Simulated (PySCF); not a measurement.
ClH.
SMILES: `Cl`

Theory: CAM-B3LYP/6-31+G* geometry optimisation, gas phase in PySCF.

Masses are those of the commonest isotopes; rigid-rotor values at the optimised geometry. 

(1) What are the moment of inertia and the rotational constant?

(2) List the first levels of a rigid rotor in a Σ state.

(3) Where do the first rotational lines fall?

(4) Estimate the classical rotational partition function at 500 K.

Results:

(1) I = 1.620 u·Å², B = 505379 MHz·u·Å²/I = 312013 MHz (10.4076 cm⁻¹, or 14.974 K as hB/k). For two atoms I = μr² with μ = 0.9796 u and r = 1.2859 Å.

(2) E(J) = BJ(J+1): J = 1: 20.815, J = 2: 62.446, J = 3: 124.891, J = 4: 208.152, J = 5: 312.229, J = 6: 437.120 cm⁻¹.

(3) The dipole is 1.54 D; J+1 ← J lies at 2B(J+1): 1 ← 0 at 624.03 GHz, 2 ← 1 at 1248.05 GHz, 3 ← 2 at 1872.08 GHz, 4 ← 3 at 2496.10 GHz, 5 ← 4 at 3120.13 GHz, 6 ← 5 at 3744.15 GHz.

(4) Point group C∞v, symmetry number σ = 1; q = kT/(σhB), k/h = 20836.6 MHz/K: 33.4 at 500 K.

Not checked by CAM-B3LYP/6-31+G* frequencies. Constants of a rigid frame at the computed geometry: no zero-point averaging, no centrifugal distortion.
